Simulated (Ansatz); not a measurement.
Geometry optimisation, UKS r2SCAN-D4/def2-SVP in Ansatz 0.2.0.

Input file:

```yaml
crystal:
  periodic: [false, false, false]
  atoms:
    - { symbol: "N", position_ang: [-1.16304, 1.35087, -1.35557] }
    - { symbol: Al, position_ang: [0.24917, 0.30281, -1.01108] }
    - { symbol: Si, position_ang: [0.83785, -1.00158, 1.0139] }
    - { symbol: H, position_ang: [-2.05919, 1.06476, -1.74204] }
    - { symbol: H, position_ang: [-1.22843, 2.35352, -1.1999] }
    - { symbol: H, position_ang: [1.19158, -0.31037, 2.2696] }
    - { symbol: H, position_ang: [1.54249, -0.204, -1.67595] }
    - { symbol: H, position_ang: [0.04738, -2.16308, 1.46759] }
magnetization:
  spin_polarized: true
  initial_magnetization: 1
basis:
  gaussian: { orbitals: def2-SVP }
hamiltonian:
  xc: r2scan
  dispersion: d4
relax:
  f_tol: 0.02
  max_steps: 50
output:
  orbitals: {}
```

Command:

```bash
$ ansatz run input.yaml --threads 2 --pin off --max-ram 3072MiB --backend cpu --events-out ev --progress --plain --runs-dir out
```

Question: Where does it end, and by what steps?

Answer: The run converged. The force dipped under the threshold on the way, but the program's further checks kept it going. After 18 steps the energy has fallen by 1.139 eV; H6 moved furthest, 1.29 Å.

```csv
step,energy less start (eV),largest force component (eV/Å),accepted
0,0.0000,1.360,yes
1,-0.3053,0.473,yes
2,-0.4233,0.292,yes
3,-0.4850,0.630,yes
4,-0.5855,0.446,yes
5,-0.7191,1.013,yes
6,-0.8279,1.298,yes
7,-0.9427,0.465,yes
8,-1.0139,0.272,yes
9,-1.0476,0.189,yes
10,-1.0738,0.276,yes
11,-1.0957,0.209,yes
12,-1.1178,0.093,yes
13,-1.1321,0.111,yes
14,-1.1377,0.046,yes
15,-1.1336,0.193,no
16,-1.1388,0.014,yes
17,-1.1390,0.038,yes
18,-1.1391,0.009,yes
```

```xyz
8
Properties=species:S:1:pos:R:3
N -1.123 1.049 -1.415
Al 0.457 0.527 -0.793
Si 0.512 -0.939 1.092
H -2.030 0.792 -1.036
H -1.254 1.655 -2.221
H 1.769 -1.360 1.781
H 1.769 1.025 -1.532
H -0.682 -1.356 1.889
```

Whether the end is a true minimum wasn't checked by a vibrational analysis.

Time of the run: 52 s on 2 threads of Intel(R) Xeon(R) Processor @ 2.70GHz (shared host), peak memory 0.23 GiB.
